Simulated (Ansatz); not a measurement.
Geometry optimisation, RKS PBE0-D4/cc-pVDZ (Ansatz).

input.yaml

```yaml
crystal:
  periodic: [false, false, false]
  atoms:
    - { symbol: Al, position_ang: [0.016341, -0.201629, 0.160008] }
    - { symbol: "N", position_ang: [0.009594, -0.116871, 2.039241] }
    - { symbol: H, position_ang: [-0.792225, -0.421198, 2.585551] }
    - { symbol: H, position_ang: [0.858295, -0.241582, 2.58521] }
    - { symbol: H, position_ang: [1.438869, -0.111443, -0.538965] }
    - { symbol: H, position_ang: [-1.385797, -0.423081, -0.550852] }
    - { symbol: F, position_ang: [-0.314295, 2.582893, 0.819416] }
    - { symbol: H, position_ang: [-0.24778, 2.06941, 1.592592] }
basis:
  gaussian: { orbitals: cc-pVDZ }
hamiltonian:
  xc: pbe0
  dispersion: d4
relax:
  f_tol: 0.03
  max_steps: 50
```

Command:

```bash
$ ansatz run input.yaml --threads 2 --pin off --max-ram 3072MiB --backend cpu --events-out ev --progress --plain --runs-dir out
```

Question: Where does it end, and by what steps?

Answer: The run converged. After 14 steps the energy has fallen by 1.997 eV; H8 moved furthest, 1.22 Å. Parted: F7–H8 (0.93 → 2.52 Å). Joined: Al1–F7 (2.88 → 1.72 Å), N2–H8 (2.25 → 1.02 Å).

| step | energy less start (eV) | largest force component (eV/Å) | accepted |
| --- | --- | --- | --- |
| 0 | 0.0000 | 1.217 | yes |
| 1 | -0.2276 | 0.762 | yes |
| 2 | -0.4415 | 0.824 | yes |
| 3 | -0.6295 | 0.882 | yes |
| 4 | -0.8802 | 1.220 | yes |
| 5 | -1.3137 | 1.397 | yes |
| 6 | -1.5312 | 3.891 | yes |
| 7 | -1.8499 | 0.884 | yes |
| 8 | -0.6752 | 8.143 | no |
| 9 | -1.9320 | 0.445 | yes |
| 10 | -1.9693 | 0.209 | yes |
| 11 | -1.9886 | 0.467 | yes |
| 12 | -1.9655 | 0.558 | no |
| 13 | -1.9962 | 0.069 | yes |
| 14 | -1.9966 | 0.028 | yes |

```xyz
8
Properties=species:S:1:pos:R:3
Al -0.056 0.438 0.001
N -0.036 0.234 2.076
H -0.800 -0.325 2.459
H 0.838 -0.130 2.459
H 1.413 -0.050 -0.412
H -1.377 -0.366 -0.418
F -0.250 2.146 0.100
H -0.149 1.189 2.428
```

The run took 20 s on 2 threads of Arm Neoverse V2, with other jobs on the host, peak memory 0.14 GiB.
